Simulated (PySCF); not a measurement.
Job file and geometry (Å, from GFN2-xTB, dihedral held) of an NMR shielding run on SMILES FCC1=NC1, C3H4FN, PySCF, GIAO PBE0/pcSseg-1 NMR shielding, non-relativistic, gas phase; density fitting, a coarse starting grid and PySCF grid level 2 are the driver's defaults:

```
{"job": {"kind": "nmr", "xc": "PBE0", "basis": "pcSseg-1", "pop": true}, "charge": 0, "multiplicity": 1}
F      1.479708     0.618775     1.180293
C      1.296424    -0.210265     0.102858
C     -0.110543    -0.201494    -0.323705
N     -1.103334     0.499411    -0.630002
C     -1.317649    -0.984158    -0.538350
H      1.613672    -1.213335     0.412749
H      1.939436     0.162933    -0.705555
H     -1.453754    -1.519557    -1.468044
H     -1.892245    -1.345807     0.303363
```

Problem. What does the program print?

Solution. 
```
coarse grid: 7888 points
cycle   1  E = -270.8160231338  dE =  7.594e-01  |g| = 5.081e-01  |ddm| = 2.671e+00
cycle   2  E = -270.7328746278  dE =  8.315e-02  |g| = 8.559e-01  |ddm| = 8.681e-01
cycle   3  E = -270.8625567425  dE = -1.297e-01  |g| = 1.152e-01  |ddm| = 5.672e-01
cycle   4  E = -270.8644591777  dE = -1.902e-03  |g| = 6.378e-02  |ddm| = 1.071e-01
cycle   5  E = -270.8652668026  dE = -8.076e-04  |g| = 6.396e-03  |ddm| = 4.324e-02
cycle   6  E = -270.8652750398  dE = -8.237e-06  |g| = 2.311e-03  |ddm| = 8.591e-03
final grid: 77712 points
cycle   7  E = -270.9001100667  dE = -2.357e-05  |g| = 5.272e-03  |ddm| = 1.808e-02
cycle   8  E = -270.9001080817  dE =  1.985e-06  |g| = 6.538e-03  |ddm| = 7.353e-03
cycle   9  E = -270.9001159231  dE = -7.841e-06  |g| = 7.829e-04  |ddm| = 3.916e-03
cycle  10  E = -270.9001160215  dE = -9.834e-08  |g| = 2.248e-04  |ddm| = 6.704e-04
cycle  11  E = -270.9001160270  dE = -5.553e-09  |g| = 1.503e-04  |ddm| = 2.198e-04
cycle  12  E = -270.9001160316  dE = -4.588e-09  |g| = 1.892e-05  |ddm| = 1.021e-04
cycle  13  E = -270.9001160317  dE = -6.378e-11  |g| = 7.008e-06  |ddm| = 1.868e-05
converged SCF energy = -270.9001160317

GIAO shielding tensors (ppm)
atom      isotropic    diamagn.    paramagn.     s11        s22        s33       span
  0 F      428.721     471.276     -42.555    406.711    409.970    469.481     62.770
  1 C      107.497     239.016    -131.519     76.633     86.436    159.423     82.790
  2 C        9.932     256.665    -246.733   -168.721     48.174    150.344    319.065
  3 N      -78.252     325.722    -403.974   -416.407   -113.782    295.432    711.839
  4 C      167.375     253.272     -85.898    108.783    153.770    239.572    130.789
  5 H       25.453      26.850      -1.397     21.503     24.207     30.649      9.146
  6 H       25.615      26.559      -0.944     23.062     24.479     29.305      6.242
  7 H       30.393      30.166       0.227     25.495     27.301     38.384     12.889
  8 H       30.506      30.635      -0.129     25.384     27.565     38.570     13.187
```

The geometry is no minimum: GFN2-xTB, dihedral held.

Size and cost of the density-fitted run: 105 basis functions, 6.4 s wall time on 1 thread of an Arm Neoverse V1, shared host.
